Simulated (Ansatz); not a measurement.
**SiH2, singlet: from triple and quadruple zeta to the limit**

```yaml
atoms:
  - { symbol: Si, position_ang: [0.0000, -0.0715, 0.0000] }
  - { symbol: H, position_ang: [0.0000, 0.9958, -1.0900] }
  - { symbol: H, position_ang: [0.0000, 0.9958, 1.0900] }
```

Ansatz 0.2.0, RHF determinant, valence electrons correlated. Energies in eV.

```json
{"set": "def2-TZVPP", "X": "3", "functions": "70", "Hartree–Fock": "-7892.0132", "MP2 correlation": "-2.9836", "CCSD(T) correlation": "-3.8340", "time": "0.69 s on 1 thread of Intel(R) Xeon(R) Platinum 8488C (Sapphire Rapids) (shared host)"}
{"set": "def2-QZVPP", "X": "4", "functions": "130", "Hartree–Fock": "-7892.2489", "MP2 correlation": "-3.1903", "CCSD(T) correlation": "-3.9914", "time": "4.1 s on 1 thread of Intel(R) Xeon(R) Platinum 8488C (Sapphire Rapids), on a shared host"}
```

Hartree–Fock is taken to follow E(X) = E∞ + A·exp(−7.88·√X), correlation E(X) = E∞ + B·X^−2.97.

Cautions: higher spins were not checked; restricted determinant unstable towards unrestricted.

**Question.** Work out the CCSD(T) energy at the limit, and how far the shortcut misses it that extrapolates MP2 and adds CCSD(T) minus MP2 from the smaller set.

**Answer.** Hartree–Fock: E∞ = E4 + 0.1377·(E4 − E3) = -7892.2814. Correlation: E∞ = E4 + 0.7407·(E4 − E3) = -4.1080 for CCSD(T) and -3.3434 for MP2. The limit is -7896.3893 eV, 0.149 eV below def2-QZVPP. The shortcut gives a correlation energy of -3.3434 + (-0.8505) = -4.1938, 86 meV lower than the direct value.

Past Ne part of the Hartree–Fock step between the two sets comes from the cores, which don't follow the formula, so the 32 meV that it adds to the total can overshoot; that part largely cancels in differences.
